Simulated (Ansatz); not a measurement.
Basis-set extrapolation for C₃H₅FO (`CO/C=C/F`) (PBE0-D4/def2-TZVP geometry, frozen core, Ansatz 0.2.0). Multiplicity 1, RHF reference.

|  | def2-TZVPP | def2-QZVPP |
| --- | --- | --- |
| HF | -290.883565 | -290.896893 |
| MP2 correlation | -0.975460 | -1.050511 |
| CCSD(T) correlation | -1.042773 | not run |

Energies in hartree. Use E(X) = E(∞) + A·exp(−7.88·√X) for Hartree–Fock and E(X) = E(∞) + B·X^(−2.97) for correlation, with X = 3 and 4, and add CCSD(T) minus MP2 of the smaller set to the MP2 limit.

Problem. What is the CCSD(T) energy at the basis-set limit?

Solution. HF limit: -290.896893 + (-0.013328) × 0.13774 = -290.89873. MP2 limit: -1.050511 + (-0.075051) × 0.74074 = -1.10610. Higher-order term: -1.042773 − (-0.975460) = -0.06731. Total: -292.07214 hartree, 382.8 kJ/mol below CCSD(T)/def2-TZVPP.
